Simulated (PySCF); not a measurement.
Ionising LiF

RHF-SCS-MP2; PySCF, no relativity, basis sets Li pcseg-2, F pcseg-2. Neutral (RHF): singlet (closed shell), Re = 1.577 Å, ωe = 917 cm⁻¹, De = 5.92 eV.

LiF⁺ (UHF): doublet (π ↑), Re = 2.037 Å, ωe = 296 cm⁻¹, De = 0.26 eV to Li⁺ + F. The energies at the minima are -107.25548 hartree for LiF and -106.85087 for LiF⁺.

(1) Work out the adiabatic ionisation energy, without and with harmonic zero-point energies (1 hartree = 27.2114 eV, 1 eV = 8065.5 cm⁻¹), and the change of the bond length.

Correlated steps freeze 1 core orbital. Weak bonds: LiF⁺. Basis-set superposition, not corrected here, can be much of De in a small basis, most of all at correlated wavefunction levels. For an ion De counts to the pair picked by the measured ionisation energies or electron affinities, which need not be the lowest pair at this level. Where the molecule has an RHF reference, its open-shell atoms are computed with UHF. States were picked by a PBE0 search and need not be the measured ground states.

Neutral and ion stand on different kinds of reference determinant, which adds to the error of the difference.

## Answers

(1) At SCS-MP2: 0.40461 hartree = 11.010 eV between the minima; the zero-point term (296.0 − 917.0)/2 cm⁻¹ = -0.038 eV makes it 10.972 eV. Re changes by +46.0 pm against the neutral. The electron leaves a π orbital, and the ion is left as a loose complex of an ion and an atom.
